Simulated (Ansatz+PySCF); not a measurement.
Values are calculated unless marked as measured or tabulated.
This Ansatz input gave a total energy of -157.18780 hartree.

```yaml
crystal:
  periodic: [false, false, false]
  atoms:
    - { symbol: C, position_ang: [-0.00911, -0.42458, -1.91211] }
    - { symbol: C, position_ang: [-0.00487, 0.40902, -0.64555] }
    - { symbol: C, position_ang: [-0.00927, -0.41129, 0.63841] }
    - { symbol: C, position_ang: [-0.0088, 0.42608, 1.9114] }
    - { symbol: H, position_ang: [-0.00466, 0.20141, -2.80536] }
    - { symbol: H, position_ang: [0.88677, -1.07951, -1.96689] }
    - { symbol: H, position_ang: [-0.89467, -1.08041, -1.96083] }
    - { symbol: H, position_ang: [-0.87928, 1.08391, -0.6454] }
    - { symbol: H, position_ang: [0.88836, 1.08806, -0.6377] }
    - { symbol: H, position_ang: [0.88468, -1.07479, 0.63474] }
    - { symbol: H, position_ang: [-0.88678, -1.08979, 0.63212] }
    - { symbol: H, position_ang: [0.00088, -0.2162, 2.81646] }
    - { symbol: H, position_ang: [0.88163, 1.0683, 1.95275] }
    - { symbol: H, position_ang: [-0.88737, 1.08368, 1.95722] }
basis:
  gaussian: { orbitals: def2-SVP }
magnetization:
  spin_polarized: true
hamiltonian:
  xc: hf
```

(1) Write an input for PySCF with the same method and basis set.

Results:

(1)

```python
from pyscf import gto, scf

mol = gto.M(atom="""
C -0.009110 -0.424580 -1.912110
C -0.004870 0.409020 -0.645550
C -0.009270 -0.411290 0.638410
C -0.008800 0.426080 1.911400
H -0.004660 0.201410 -2.805360
H 0.886770 -1.079510 -1.966890
H -0.894670 -1.080410 -1.960830
H -0.879280 1.083910 -0.645400
H 0.888360 1.088060 -0.637700
H 0.884680 -1.074790 0.634740
H -0.886780 -1.089790 0.632120
H 0.000880 -0.216200 2.816460
H 0.881630 1.068300 1.952750
H -0.887370 1.083680 1.957220
""", basis='def2-svp', charge=0, spin=0)
mf = scf.UHF(mol)
mf.init_guess = 'minao'
mf.kernel()
while True:  # follow internal instabilities
    mo, _, stable, _ = mf.stability(return_status=True)
    if stable: break
    mf.kernel(mf.make_rdm1(mo, mf.mo_occ))
print(mf.converged, mf.e_tot, mf.spin_square()[0])
```

PySCF 2.14.0 gave -157.18781 hartree, 0.14 meV from the first.
